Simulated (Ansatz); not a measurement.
P3⁻. The state is a singlet with charge -1. Geometry PBE-D4/def2-TZVPD; atoms count from 1.

Cartesian coordinates in Å:
```
P 1.0301 0.8524 0.2117
P -0.2031 -0.9413 -0.9518
P -0.8270 0.0888 0.7401
```

The restricted singlet is unstable towards broken spin symmetry at other levels; at PBE0-D4/def2-TZVPD this wasn't settled. The highest occupied level of the charge -1 singlet lies above zero (up to 0.38 eV). The electron is either unbound and held by the finite basis, or the level is raised by self-interaction error. The geometry of the singlet was relaxed on an unsound state (restricted singlet, unstable towards broken spin symmetry at other levels and untested here). Another isomer (singlet) lies 0.20 eV lower at PBE0-D4/def2-TZVPD; other spin states weren't run for this one.

Q: Estimate the Mulliken populations from the PBE0/def2-TZVPD orbitals of Ansatz.

A: 
| atom | charge (e) |
| --- | --- |
| P1 | -0.37 |
| P2 | -0.37 |
| P3 | -0.26 |
Mulliken values and Mayer orders depend strongly on the basis. With diffuse functions, as here, like atoms can get unlike values, and bond orders can come out too low or too high.

Q: And the Mayer bond orders between bonded heavy atoms (over 0.3)?

A: P1–P2 1.21 (2.47 Å); P1–P3 1.65 (2.08 Å); P2–P3 1.65 (2.08 Å).
